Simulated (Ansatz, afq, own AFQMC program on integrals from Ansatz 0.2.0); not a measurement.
**AlNH, doublet: AFQMC among the cluster methods**

```xyz
3

Al    0.0000    0.0000    0.0508
N     0.0000    0.0000   -1.6818
H     0.0000    0.0000    1.6309
```

Connectivity, by distances: AlH–N.

Basis 6-31G. Only valence electrons are correlated. Integrals, coupled cluster, full CI and functionals: Ansatz 0.2.0; the random walks run on the same integrals in our own AFQMC program. The CISD trial takes its coefficients from CCSD amplitudes. Released means that phaseless walkers are propagated on without the constraint, phases kept. Error bars are statistical, one sigma.

Determinant: ROHF, the one that the program's search chose, which needn't be the lowest solution. The geometry is a PBE0/def2-TZVP stationary point of this or a neighbouring charge and spin state.

Full CI on the same integrals is exact in this basis and with this determinant's frozen core.

Cautions: a spin-contaminated unrestricted determinant lies lower (UHF 414 meV lower, ⟨S²⟩ 1.34); raised T1 diagnostic (T1 0.044, weight of the determinant 0.87, largest double 0.12).

```
T1 diagnostic                               : 0.0444
weight of the determinant in the CISD state : 0.866
size of the correlated space                : 9 electrons in 18 orbitals
```

Reference: full CI, correlation energy -4.523 eV. The released energy is read at 2.40 1/Eh (meV from the phaseless value at times in 1/Eh: -8 ± 5 at 0.24, -11 ± 4 at 0.51, -23.0 ± 2.4 at 0.99, -30 ± 4 at 1.62, -26 ± 4 at 2.40).

| level | E − E(reference) (kJ/mol) | share of correlation (%) |
| --- | --- | --- |
| HF | 436.4 | 0.00 |
| MP2 | 61.9 | 85.83 |
| CCSD | 26.1 | 94.01 |
| CCSD(T) | 5.5 | 98.74 |
| CCSDT | 2.0 | 99.53 |
| CCSDT(Q) | 0.4 | 99.91 |
| CCSDTQ | -0.1 | 100.02 |
| ph-AFQMC/HF | 12.0 ± 3.1 | 97.24 |
| ph-AFQMC/CISD | 3.9 ± 0.5 | 99.12 |
| released AFQMC | 1.4 ± 0.4 | 99.69 |

CCSDT and higher add their correlation energy to the determinant of the CCSD(T) run, since their own runs factorise the integrals more tightly (a shift of under 2 meV). A walk keeps the symmetry of its determinant, which the program's search chose and which needn't be the lowest solution, so a lower state of the same spin and another symmetry isn't excluded. Released energies are given only where the last usable release times agree within the noise; a slower fall can still hide under it.
